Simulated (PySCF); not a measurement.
C3H7S (doublet state).
Geometry (GFN2-xTB, Å), atoms numbered from 1 in this order:
```xyz
11
C3H7S angstrom
C     -1.2341   -0.3238    0.4110
C      0.0531   -0.4285   -0.4246
C      0.8684    0.8075   -0.3755
S      1.8884    1.1598    0.9663
H     -1.7904   -1.2567    0.3608
H     -0.9923   -0.1164    1.4512
H     -1.8636    0.4797    0.0359
H     -0.2201   -0.6250   -1.4648
H      0.6424   -1.2760   -0.0596
H      0.5368    1.6911   -0.8916
H      2.1168   -0.1093    1.3197
```

The hyperfine couplings belong to this conformer and change with its torsions.

As a line formula: `CC[CH]S` [radical].

Method used: UKS B3LYP, pcH-1 on C H S, non-relativistic, mean-field spin-orbit, GIAO in PySCF. The structure is a single GFN2-xTB conformer in the gas phase; no vibrational or solvent corrections. Couplings are sensitive to structure, and on GFN2-xTB geometries they can be far from those on DFT ones. No stability test was run, so a lower SCF solution isn't excluded.

Task: The isotropic 13C couplings are +141.6, +62.5, -17.9 MHz. Assign them to C1; C2; C3.

Result: 
```csv
site,a_iso (MHz),ρ(0) (bohr⁻³),position,distance from C3 (Å),spin population,largest |T| (MHz)
C1,+62.5,+0.0556,2 bonds from C3,2.51,+0.05,10.5
C2,-17.9,-0.0159,1 bond from C3,1.48,-0.06,3.7
C3,+141.6,+0.1257,largest spin population,0.00,+0.86,144.5
```

ρ(0) is the spin density at the nucleus and T the dipolar tensor; a_iso includes a spin–orbit part; entries for several nuclei are means. Largest spin populations (Mulliken): C3 (+0.86) and S4 (+0.16). The angles at C3 add up to 354.3°, so it is nearly planar; its axial dipolar tensor and the negative coupling of its proton fit spin in a p orbital normal to that plane.

Nuclei that the bonding pattern makes equivalent are averaged, as if the motion that swaps them (rotation, inversion, ring flip) were fast. The three 1H nuclei of mean +2.0 MHz run from -4.2 to 12.9 MHz in the frozen geometry. The 1H value of +24.3 MHz is a mean of couplings from 20.5 to 28.0 MHz in this one geometry, not an average over conformers.

On Arm Neoverse V1, one thread, shared host with 32 logical CPUs at a one-minute load of 17, this took 23 s wall (grids of density and orbitals included) and 0.68 GiB of memory at its peak.
